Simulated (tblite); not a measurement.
Species: C4H6NP.
Numbering: `[NH2:1][c:2]1[cH:3][cH:4][cH:5][pH:6]1` (hydrogens: H7, H8 on N1; H9 on C3; H10 on C4; H11 on C5; H12 on P6)

Computed with GFN2-xTB (tblite), gas phase: L-BFGS steps from a force-field or distance-geometry start until the largest atomic force falls under 0.01 eV/Å.

Step 12: E = -462.8062 eV
```
atom  x, y, z in Å  |  force x, y, z in eV/Å
N1      2.0891   -0.0343    0.3967   -0.059  -0.009   0.093
C2      0.7685    0.0119    0.0462   -0.030   0.095   0.124
C3     -0.0717   -1.0361   -0.1473    0.066  -0.009  -0.077
C4     -1.4276   -0.6465   -0.3993    0.102  -0.107  -0.053
C5     -1.6522    0.6814   -0.3869   -0.002  -0.025   0.028
P6     -0.1223    1.5978   -0.1638    0.135   0.161  -0.001
H7      2.6384    0.8096    0.3585   -0.069  -0.191  -0.087
H8      2.5633   -0.9197    0.3308    0.061   0.104  -0.044
H9      0.2477   -2.0651   -0.1132   -0.061  -0.022   0.011
H10    -2.1912   -1.3850   -0.5874   -0.032   0.002   0.027
H11    -2.5862    1.1760   -0.5724   -0.118  -0.014  -0.029
H12    -0.2545    1.8091    1.2122    0.008   0.016   0.009
```

Step 13: E = -462.8100 eV
```
atom  x, y, z in Å  |  force x, y, z in eV/Å
N1      2.0823   -0.0363    0.4246   -0.013  -0.020   0.047
C2      0.7681    0.0132    0.0439   -0.038   0.132   0.163
C3     -0.0705   -1.0344   -0.1514    0.083   0.005  -0.056
C4     -1.4261   -0.6471   -0.4007    0.088  -0.098  -0.082
C5     -1.6527    0.6796   -0.3938    0.042   0.032   0.092
P6     -0.1248    1.5993   -0.1661    0.178   0.137  -0.021
H7      2.6355    0.8034    0.3495   -0.060  -0.170  -0.081
H8      2.5606   -0.9178    0.3197    0.033   0.120  -0.032
H9      0.2523   -2.0605   -0.1105   -0.062  -0.081   0.000
H10    -2.1873   -1.3858   -0.5859   -0.086  -0.049   0.011
H11    -2.5864    1.1779   -0.5655   -0.150  -0.025  -0.056
H12    -0.2497    1.8080    1.2102   -0.015   0.015   0.015
```

Step 14: E = -462.8144 eV
```
atom  x, y, z in Å  |  force x, y, z in eV/Å
N1      2.0770   -0.0399    0.4416    0.006   0.022   0.037
C2      0.7666    0.0155    0.0467   -0.035   0.100   0.139
C3     -0.0678   -1.0330   -0.1571    0.059   0.022  -0.012
C4     -1.4228   -0.6481   -0.4038    0.030  -0.015  -0.091
C5     -1.6527    0.6785   -0.3988    0.085   0.072   0.130
P6     -0.1247    1.6039   -0.1661    0.143   0.044  -0.032
H7      2.6318    0.7941    0.3415   -0.005  -0.050  -0.065
H8      2.5628   -0.9131    0.3130    0.012   0.023  -0.035
H9      0.2522   -2.0585   -0.1083   -0.033  -0.109  -0.012
H10    -2.1852   -1.3852   -0.5832   -0.106  -0.084  -0.009
H11    -2.5893    1.1754   -0.5626   -0.120  -0.040  -0.061
H12    -0.2467    1.8098    1.2109   -0.035   0.016   0.011
```

Step 15: E = -462.8173 eV
```
atom  x, y, z in Å  |  force x, y, z in eV/Å
N1      2.0743   -0.0410    0.4494    0.042  -0.006   0.049
C2      0.7652    0.0182    0.0515   -0.031   0.022   0.087
C3     -0.0650   -1.0322   -0.1602    0.013   0.013   0.011
C4     -1.4204   -0.6489   -0.4070   -0.025   0.046  -0.075
C5     -1.6517    0.6787   -0.3984    0.065   0.071   0.102
P6     -0.1216    1.6078   -0.1664    0.055  -0.030  -0.012
H7      2.6300    0.7883    0.3366    0.044   0.056  -0.057
H8      2.5644   -0.9101    0.3094   -0.019  -0.015  -0.033
H9      0.2510   -2.0596   -0.1075   -0.015  -0.069  -0.017
H10    -2.1861   -1.3861   -0.5819   -0.056  -0.047  -0.012
H11    -2.5926    1.1732   -0.5627   -0.036  -0.067  -0.044
H12    -0.2461    1.8110    1.2112   -0.037   0.026   0.001
```

Problem. Estimate the geometry and energy of step 16. (The exact step hangs on the optimiser's Hessian estimate; all steps are aligned on step 15, rigid shifts and turns removed.)

Solution. E = -462.8188 eV, largest force 0.087 eV/Å
```
atom  x, y, z in Å  |  force x, y, z in eV/Å
N1      2.0735   -0.0415    0.4556    0.054   0.020   0.037
C2      0.7643    0.0200    0.0552   -0.004  -0.046   0.063
C3     -0.0635   -1.0318   -0.1613   -0.028   0.007   0.014
C4     -1.4199   -0.6487   -0.4101   -0.029   0.068  -0.045
C5     -1.6506    0.6801   -0.3963    0.028   0.026   0.060
P6     -0.1186    1.6094   -0.1670   -0.006  -0.051   0.015
H7      2.6299    0.7865    0.3328    0.041   0.055  -0.047
H8      2.5642   -0.9089    0.3065   -0.027  -0.026  -0.029
H9      0.2505   -2.0611   -0.1075   -0.013  -0.021  -0.019
H10    -2.1876   -1.3876   -0.5817   -0.005   0.006  -0.011
H11    -2.5947    1.1712   -0.5632    0.023  -0.074  -0.030
H12    -0.2463    1.8117    1.2111   -0.032   0.037  -0.010
```

The energy changes by -0.0015 eV. The first-order estimate −F·Δx gives -0.0021 eV and the mean of the old and new forces, exact on a quadratic surface, -0.0015 eV. The step makes an angle of 48° with the force vector and moves no atom by more than 0.006 Å.

The cost below is that of the whole relaxation. Hardware: one thread of an AMD EPYC 9R45, shared host. Cost: 0.11 s.
